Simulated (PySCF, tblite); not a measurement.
# SO3: changes of charge, part 2 of 2

tblite 0.8.0 and PySCF 2.14.0. Atoms count from 0.

## (17) Optimising the geometry with GFN2-xTB

This step treats SO3− (doublet), labelled `[O]S(=O)[O-]` (the label fixes atoms and charge, not where charge and spin sit).

What the job is given:

```
{"job": {"kind": "relax", "xc": "GFN2-xTB", "basis": "xTB"}, "charge": -1, "multiplicity": 2}
O     -0.699100    -1.255800    -0.015200
S     -0.004600     0.011300    -0.034400
O     -0.699400     1.246500     0.008700
O      1.448700     0.018300    -0.050300
```

Standard output:

```text
step      E/eV     max force
  0    -424.28961    4.688
  1    -424.67411    3.179
  2    -424.95620    3.614
  3    -424.75120    4.266
  4    -425.27099    2.448
  5    -425.42624    1.901
  6    -425.71270    1.009
  7    -425.73181    0.037
  8    -425.73182    0.009
```

It took 0.02 s on 1 thread of Arm Neoverse V2, shared host.

Along the way: (the energy doesn't fall at every step)

| step | energy from step 0 (eV) | largest force (eV/Å) |
| --- | --- | --- |
| 0 | 0.0000 | 4.6877 |
| 1 | -0.3845 | 3.1790 |
| 2 | -0.6666 | 3.6145 |
| 3 | -0.4616 | 4.2656 |
| 4 | -0.9814 | 2.4478 |
| 5 | -1.1366 | 1.9011 |
| 6 | -1.4231 | 1.0090 |
| 7 | -1.4422 | 0.0373 |
| 8 | -1.4422 | 0.0087 |

Close pairs (by a distance rule), those that changed most:

| bond | before (Å) | after (Å) | change (Å) |
| --- | --- | --- | --- |
| S1–O2 | 1.418 | 1.492 | +0.074 |
| O0–S1 | 1.445 | 1.492 | +0.047 |
| S1–O3 | 1.453 | 1.492 | +0.039 |

The end geometry stands in the next job.

## (18) Harmonic vibrations with GFN2-xTB

What the job is given:

```
{"job": {"kind": "ir", "xc": "GFN2-xTB", "basis": "xTB"}, "charge": -1, "multiplicity": 2}
O     -0.697222    -1.243633     0.082976
S      0.004051     0.007988    -0.327300
O     -0.710246     1.244013     0.107548
O      1.448935     0.011921     0.045724
```

Standard output:

```text
mode    cm-1     km/mol
  1     436.2     34.26
  2     436.7     34.31
  3     507.6    121.99
  4     935.9     33.26
  5    1022.2    426.35
  6    1022.5    426.60
ZPE 26.085  H(298)-E 38.322  G(298)-E -42.664 kJ/mol  S 271.63 J/(mol K)
```

It took 0.07 s on 1 thread of Arm Neoverse V2, shared host.

Which atoms move in the most intense modes:

| cm⁻¹ | km/mol | atoms |
| --- | --- | --- |
| 436 | 34.3 | O0 39 %, O2 36 %, O3 13 %, S1 12 % |
| 437 | 34.3 | O3 46 %, O2 23 %, O0 19 %, S1 12 % |
| 508 | 122.0 | S1 48 %, O3 17 %, O0 17 %, O2 17 % |
| 936 | 33.3 | O2 29 %, O0 29 %, O3 29 %, S1 12 % |
| 1022 | 426.4 | S1 44 %, O2 29 %, O3 26 % |
| 1022 | 426.6 | S1 44 %, O0 37 %, O3 11 % |

## (19) Optimising the geometry at PBE0-D3(BJ)/def2-SVPD

This step treats SO₃− (doublet), labelled `[O]S(=O)[O-]` (the label fixes atoms and charge, not where charge and spin sit).

What the job is given:

```
{"job": {"xc": "PBE0", "basis": "def2-SVPD", "d3": "d3bj", "grid": 1, "kind": "geom"}, "charge": -1, "multiplicity": 2}
O     -0.697222    -1.243633     0.082976
S      0.004051     0.007988    -0.327300
O     -0.710246     1.244013     0.107548
O      1.448935     0.011921     0.045724
```

Standard output:

```text
step   0  E = -623.21657723  max force = 0.014544
step   1  E = -623.21746102  max force = 0.002884
step   2  E = -623.21755453  max force = 0.000812
step   3  E = -623.21762452  max force = 0.002528
step   4  E = -623.21765193  max force = 0.000839
step   5  E = -623.21766529  max force = 0.000187
optimisation converged
```

Wall time 16 s (1 thread of Arm Neoverse V2, shared host).

The steps of the relaxation:

| step | energy from step 0 (eV) | largest force component (eV/Å) |
| --- | --- | --- |
| 0 | 0.0000 | 0.7479 |
| 1 | -0.0240 | 0.1483 |
| 2 | -0.0266 | 0.0418 |
| 3 | -0.0285 | 0.1300 |
| 4 | -0.0292 | 0.0431 |
| 5 | -0.0296 | 0.0096 |

Distances of close pairs at the start and the end, largest changes first:

| bond | before (Å) | after (Å) | change (Å) |
| --- | --- | --- | --- |
| S1–O2 | 1.492 | 1.504 | +0.012 |
| O0–S1 | 1.492 | 1.504 | +0.012 |
| S1–O3 | 1.492 | 1.504 | +0.012 |

The end geometry stands in the next job.

| at the end point | value |
| --- | --- |
| point group (found at 0.08 Å tolerance) | C3v |
| rotational constants (GHz, main isotopes) | 9.434, 9.431, 4.975 |
| ⟨S²⟩ | 0.755 |

## (20) Single point (SO₃): wB97X-D3(BJ)/ma-def2-TZVP

Geometry: PBE0-D3(BJ)/def2-SVPD, that of another charge or spin state.

What the job is given:

```
{"job": {"kind": "sp", "xc": "wB97X", "basis": "ma-def2-TZVP", "d3": "d3bj", "grid": 2}, "charge": 0, "multiplicity": 1}
O     -0.723313    -1.254004    -0.025255
S      0.043832     0.008544    -0.307227
O     -0.720965     1.265734     0.004434
O      1.446564     0.000645     0.235314
```

Standard output:

```text
coarse grid: 4888 points
cycle   1  E = -623.5973874464  dE =  1.042e+00  |g| = 1.214e+00  |ddm| = 2.037e+00
cycle   2  E = -623.3435886918  dE =  2.538e-01  |g| = 1.813e+00  |ddm| = 1.649e+00
cycle   3  E = -623.8943020577  dE = -5.507e-01  |g| = 5.585e-02  |ddm| = 9.126e-01
cycle   4  E = -623.8949966078  dE = -6.946e-04  |g| = 1.795e-02  |ddm| = 4.832e-02
cycle   5  E = -623.8950823351  dE = -8.573e-05  |g| = 3.925e-03  |ddm| = 1.434e-02
cycle   6  E = -623.8950939051  dE = -1.157e-05  |g| = 1.240e-03  |ddm| = 7.169e-03
cycle   7  E = -623.8950949688  dE = -1.064e-06  |g| = 7.747e-04  |ddm| = 2.079e-03
final grid: 45376 points
cycle   8  E = -623.9086564653  dE = -2.082e-05  |g| = 5.340e-03  |ddm| = 1.640e-02
cycle   9  E = -623.9086551577  dE =  1.308e-06  |g| = 5.751e-03  |ddm| = 4.755e-03
cycle  10  E = -623.9086602329  dE = -5.075e-06  |g| = 9.982e-04  |ddm| = 2.954e-03
cycle  11  E = -623.9086603930  dE = -1.601e-07  |g| = 2.833e-04  |ddm| = 6.350e-04
cycle  12  E = -623.9086604053  dE = -1.233e-08  |g| = 1.186e-04  |ddm| = 1.942e-04
cycle  13  E = -623.9086604080  dE = -2.628e-09  |g| = 1.026e-05  |ddm| = 5.874e-05
converged SCF energy = -623.9086604080
```

Run time: 2.9 s. Hardware: 1 thread of Arm Neoverse V2, shared host.

## (21) Single point (SO₃− (doublet), [O]S(=O)[O-]): wB97X-D3(BJ)/ma-def2-TZVP

Geometry: PBE0-D3(BJ)/def2-SVPD.

What the job is given:

```
{"job": {"kind": "sp", "xc": "wB97X", "basis": "ma-def2-TZVP", "d3": "d3bj", "grid": 2}, "charge": -1, "multiplicity": 2}
O     -0.723313    -1.254004    -0.025255
S      0.043832     0.008544    -0.307227
O     -0.720965     1.265734     0.004434
O      1.446564     0.000645     0.235314
```

Standard output:

```text
final grid: 45376 points
cycle   1  E = -624.0421476401  dE = -3.021e-02  |g| = 1.689e-01  |ddm| = 8.475e-01
cycle   2  E = -624.0489479645  dE = -6.800e-03  |g| = 1.003e-01  |ddm| = 5.481e-01
cycle   3  E = -624.0522232321  dE = -3.275e-03  |g| = 9.125e-03  |ddm| = 8.520e-02
cycle   4  E = -624.0522780013  dE = -5.477e-05  |g| = 7.170e-03  |ddm| = 5.021e-02
cycle   5  E = -624.0523068123  dE = -2.881e-05  |g| = 1.426e-03  |ddm| = 3.668e-02
cycle   6  E = -624.0523103106  dE = -3.498e-06  |g| = 3.443e-04  |ddm| = 2.448e-02
cycle   7  E = -624.0523105411  dE = -2.306e-07  |g| = 1.211e-04  |ddm| = 6.092e-03
cycle   8  E = -624.0523105733  dE = -3.219e-08  |g| = 6.550e-05  |ddm| = 2.210e-03
cycle   9  E = -624.0523105761  dE = -2.798e-09  |g| = 3.432e-05  |ddm| = 2.590e-04
converged SCF energy = -624.0523105761
```

It took 5 s on 1 thread of Arm Neoverse V2, shared host.

## (22) Single point (SO3− (doublet), [O]S(=O)[O-]): wB97X-D3(BJ)/ma-def2-TZVP in acetonitrile

Geometry: PBE0-D3(BJ)/def2-SVPD.

What the job is given:

```
{"job": {"kind": "sp", "xc": "wB97X", "basis": "ma-def2-TZVP", "d3": "d3bj", "grid": 2, "solvent": "acetonitrile"}, "charge": -1, "multiplicity": 2}
O     -0.723313    -1.254004    -0.025255
S      0.043832     0.008544    -0.307227
O     -0.720965     1.265734     0.004434
O      1.446564     0.000645     0.235314
```

Standard output:

```text
final grid: 45376 points
cycle   1  E = -624.1457714237  dE = -6.134e-04  |g| = 1.288e-02  |ddm| = 3.513e-01
cycle   2  E = -624.1458286294  dE = -5.721e-05  |g| = 1.238e-02  |ddm| = 1.106e-01
cycle   3  E = -624.1458825755  dE = -5.395e-05  |g| = 2.307e-03  |ddm| = 2.190e-02
cycle   4  E = -624.1458901995  dE = -7.624e-06  |g| = 7.378e-04  |ddm| = 3.360e-02
cycle   5  E = -624.1458912755  dE = -1.076e-06  |g| = 2.437e-04  |ddm| = 1.121e-02
cycle   6  E = -624.1458914029  dE = -1.274e-07  |g| = 9.186e-05  |ddm| = 1.202e-03
cycle   7  E = -624.1458914176  dE = -1.474e-08  |g| = 4.333e-05  |ddm| = 2.781e-04
cycle   8  E = -624.1458914188  dE = -1.144e-09  |g| = 2.361e-05  |ddm| = 1.235e-04
converged SCF energy = -624.1458914188
```

Run time: 4.7 s. Hardware: 1 thread of Arm Neoverse V2, shared host.

## (23) Single point (SO₃− (doublet), [O]S(=O)[O-]): wB97X-D3(BJ)/ma-def2-TZVP in tetrahydrofuran

Geometry: PBE0-D3(BJ)/def2-SVPD.

What the job is given:

```
{"job": {"kind": "sp", "xc": "wB97X", "basis": "ma-def2-TZVP", "d3": "d3bj", "grid": 2, "solvent": "tetrahydrofuran"}, "charge": -1, "multiplicity": 2}
O     -0.723313    -1.254004    -0.025255
S      0.043832     0.008544    -0.307227
O     -0.720965     1.265734     0.004434
O      1.446564     0.000645     0.235314
```

Standard output:

```text
final grid: 45376 points
cycle   1  E = -624.1353395984  dE = -4.641e-04  |g| = 1.112e-02  |ddm| = 3.167e-01
cycle   2  E = -624.1353809367  dE = -4.134e-05  |g| = 1.068e-02  |ddm| = 1.002e-01
cycle   3  E = -624.1354208271  dE = -3.989e-05  |g| = 1.968e-03  |ddm| = 1.990e-02
cycle   4  E = -624.1354260079  dE = -5.181e-06  |g| = 6.492e-04  |ddm| = 2.927e-02
cycle   5  E = -624.1354268211  dE = -8.131e-07  |g| = 2.067e-04  |ddm| = 1.101e-02
cycle   6  E = -624.1354269139  dE = -9.284e-08  |g| = 8.031e-05  |ddm| = 1.298e-03
cycle   7  E = -624.1354269252  dE = -1.127e-08  |g| = 4.060e-05  |ddm| = 2.464e-04
cycle   8  E = -624.1354269261  dE = -8.962e-10  |g| = 1.858e-05  |ddm| = 1.005e-04
converged SCF energy = -624.1354269261
```

It took 4.7 s on 1 thread of Arm Neoverse V2, shared host.

## (24) Changes of charge: wB97X-D3(BJ)/ma-def2-TZVP

This step combines the energies above: geometries from PBE0-D3(BJ)/def2-SVPD, zero-point and thermal terms from GFN2-xTB.

What the job is given:

```
{"job": {"kind": "rx", "dirs": [1, -1], "geom": {"xc": "PBE0", "basis": "def2-SVPD", "d3": "d3bj", "grid": 1}, "level": {"xc": "wB97X", "basis": "ma-def2-TZVP", "d3": "d3bj", "solvents": ["acetonitrile", "tetrahydrofuran"]}}, "charge": 0, "multiplicity": 1}
O     -0.715377    -1.249690    -0.009876
S      0.006113     0.002685    -0.011375
O     -0.716872     1.254081     0.005559
O      1.451186     0.003668    -0.029652
```

Output (the driver's rows laid out field by field):

```text
ionisation and electron attachment, wB97X-D3(BJ)/ma-def2-TZVP // PBE0-D3(BJ)/def2-SVPD

row 1
  change                  oxidation
  charge                  1
  multiplicity            2
  vertical_ev             13.0956
  vertical_s2             0.768
  formula                 O3S
  smiles                  [O][S+](=O)=O
  kept                    yes
  pieces                  1
  point_group             C2v
  adiabatic_electronic_ev 13.0199
  adiabatic_ev            12.9637
  free_energy_ev          12.9063
  s2                      0.76
  bonds_moved             1 3 1.445 1.505; 0 1 1.445 1.425; 1 2 1.445 1.425
  spin_on                 3 O 0.791; 2 O 0.143; 0 O 0.142
  charge_moved            3 O 0.473; 2 O 0.227; 0 O 0.227
  vertical_back_ev        12.6727
  relaxation_parent_ev    0.3472
  relaxation_ion_ev       0.0756
  reorganisation_ev       0.4228
  solution                solvent acetonitrile, absolute_potential_v 10.0422, solvation_parent_kj -16.82, solvation_ion_kj -293.16; solvent tetrahydrofuran, absolute_potential_v 10.3623, solvation_parent_kj -13.92, solvation_ion_kj -259.38

row 2
  change                  reduction
  charge                  -1
  multiplicity            2
  vertical_ev             0.737
  vertical_s2             0.755
  formula                 O3S
  smiles                  [O]S(=O)[O-]
  kept                    yes
  pieces                  1
  point_group             C3v
  adiabatic_electronic_ev 2.3146
  adiabatic_ev            2.3543
  free_energy_ev          2.3916
  s2                      0.756
  bonds_moved             1 2 1.445 1.504; 1 3 1.445 1.504; 0 1 1.445 1.504
  spin_on                 1 S 0.382; 2 O 0.206; 3 O 0.206; 0 O 0.206
  charge_moved            1 S -0.439; 0 O -0.187; 2 O -0.187; 3 O -0.187
  vertical_back_ev        3.9089
  relaxation_parent_ev    1.5944
  relaxation_ion_ev       1.5776
  reorganisation_ev       3.172
  solution                solvent acetonitrile, absolute_potential_v 4.7637, solvation_parent_kj -16.82, solvation_ion_kj -245.7; solvent tetrahydrofuran, absolute_potential_v 4.509, solvation_parent_kj -13.92, solvation_ion_kj -218.22
```

Run time: 2.1 min. Hardware: 1 thread of Arm Neoverse V2, shared host.

Energy taken up on oxidation, or given off on reduction (eV; adiabatic with zero-point energy):

| change | product | vertical | adiabatic | free energy | reorganisation | ⟨S²⟩ |
| --- | --- | --- | --- | --- | --- | --- |
| oxidation (multiplicity 2) | [O][S+](=O)=O | 13.10 | 12.96 | 12.91 | 0.42 | 0.76 |
| reduction (multiplicity 2) | [O]S(=O)[O-] | 0.74 | 2.35 | 2.39 | 3.17 | 0.76 |

On oxidation to multiplicity 2 charge changes most on O3 (+0.47 e), O2 (+0.23 e), O0 (+0.23 e); the spin sits on O3 (0.79), O2 (0.14), O0 (0.14); the bond S1–O3 goes from 1.445 to 1.505 Å; the absolute potential is 10.04 V in acetonitrile, 10.36 V in tetrahydrofuran.

On reduction to multiplicity 2 charge changes most on S1 (-0.44 e), O0 (-0.19 e), O2 (-0.19 e); the spin sits on S1 (0.38), O2 (0.21), O3 (0.21); the bond S1–O2 goes from 1.445 to 1.504 Å; the absolute potential is 4.76 V in acetonitrile, 4.51 V in tetrahydrofuran.

## (25) Results

The summary covers parts 1 to 2.

| quantity | value |
| --- | --- |
| strongest single infrared mode (GFN2-xTB) | 1311 cm⁻¹, 422 km/mol |
| zero-point energy (GFN2-xTB) | 7.2 kcal/mol |
| point group | D3h |
| rotational constants (main isotopes) | 10.09, 10.08, 5.04 GHz |
| ionisation energy (wB97X-D3(BJ)/ma-def2-TZVP) | vertical 13.10 eV, adiabatic 12.96 eV |
| electron affinity (wB97X-D3(BJ)/ma-def2-TZVP) | vertical 0.74 eV, adiabatic 2.35 eV |

All 6 modes are real, so the xTB geometry is a minimum. Unscaled tight-binding wavenumbers are off by several per cent, some by more. Its intensities can rank the bands wrongly. Relaxing lowered the energy by 0.079 eV in 3 steps; the close pair that moved most is O0–S1, from 1.418 to 1.445 Å (PBE0/def2-SVPD). No frequency check was run at this level, so the end point may be a saddle. At wB97X-D3(BJ)/ma-def2-TZVP, relaxation with the zero-point term after oxidation moves the energy taken up from 13.10 eV (vertical) to 12.96 eV (adiabatic, with zero-point energy). At wB97X-D3(BJ)/ma-def2-TZVP, relaxation with the zero-point term after reduction moves the energy given off from 0.74 eV (vertical) to 2.35 eV (adiabatic, with zero-point energy).
